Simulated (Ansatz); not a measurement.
A made-up structure of BSiNH5, doublet:

```tsv
atom	x (Å)	y (Å)	z (Å)
B1	-1.3438	0.0562	-1.0995
N2	-0.2468	0.4978	-0.3812
Si3	0.6883	-0.4805	0.7291
H4	1.0901	-1.5835	-0.0698
H5	0.0462	1.4636	-0.5001
H6	0.6573	0.1258	2.0859
H7	2.1048	-0.5367	0.2826
H8	0.0908	-1.8328	0.7462
```

It is relaxed with PBE-D4/def2-SVP and then PBE0-D4/def2-TZVP (Ansatz 0.2.0). Atoms count as bonded within 1.22 times the sum of their covalent radii (H–H: 0.88 Å). The end point is not checked to be a true minimum.

Q: Does its bonding change? (A judgement: the text doesn't fix the answer.)

A: Computed: Yes. Formed: B1–H4; broken: Si3–H4.

Where it ends: The first stage lowers the energy by 4.72 eV in 19 steps. It ends as BSiNH₅ ([BH][NH][SiH3]):
B1  (-0.597, -0.369, -1.344)
N2  (0.100, 0.329, -0.371)
Si3  (0.881, -0.362, 1.040)
H4  (-0.759, -1.555, -1.348)
H5  (0.167, 1.332, -0.481)
H6  (0.303, 0.215, 2.282)
H7  (2.336, -0.056, 1.023)
H8  (0.656, -1.823, 0.993)
(Å)

Labels in which every atom is bracketed show which atoms are joined, not bond orders.

For scale, one of the runs: PBE0-D4/def2-TZVP relaxation, 129 basis functions, launched by `ansatz run in.yaml --threads 2 --pin off --events-out ev --progress --plain --max-ram 4352MiB`. Hardware: 2 CPU threads of an Arm Neoverse V1, shared host. Wall time about 95 s.
